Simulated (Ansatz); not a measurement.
Born–Oppenheimer molecular dynamics of AlFH$_{2}$O (5 atoms, charge 0, multiplicity 1). It starts at the highest image of a converged band. Of that band: Neighbouring images differ by up to 1.2 eV, so the band resolves the path poorly. A vibrational analysis at the climbing image gives one clearly imaginary mode, 1258i cm⁻¹: a first-order saddle point.

All numbers below come from RKS PBE-D4/def2-SVP (Ansatz).

```
ensemble                      : NVE (velocity Verlet)
time step                     : 0.5 fs
steps asked                   : 200
starting velocities drawn for : 300 K
seed                          : 2502
```

First frame:

```xyz
5
Properties=species:S:1:pos:R:3
Al -0.156 0.214 0.388
H 1.088 -0.152 1.533
O 1.653 -0.134 0.276
H 2.256 -0.824 -0.090
F -1.037 -0.057 -1.024
```

How far do the bonds stretch over the last three quarters of this one trajectory? (Pairs bonded in most of those frames.)


```tsv
bond	mean (Å)	spread (Å)	shortest	longest
Al1–H2	1.780	0.168	1.45	2.05
Al1–O3	1.720	0.070	1.62	1.84
Al1–F5	1.691	0.041	1.63	1.76
O3–H4	0.974	0.013	0.95	1.00
```

Pairs bonded in part of these frames only: Al1–H2 71 %.

Mean temperature of the second half: 3388 K. The conserved energy stayed within 0.41 meV per atom of its start (net change 0.027 meV per atom), so the integration is sound. The kinetic energy rose, since the run started high on the potential surface and went downhill. A run of 0.1 ps of so small a system gives no equilibrium averages. The orbitals stay closed-shell, which can raise the energy where a bond breaks towards radicals; this wasn't checked here.

Run time: 3.4 min on 1 thread of Arm Neoverse V1, on a shared host, peak memory 0.089 GiB.
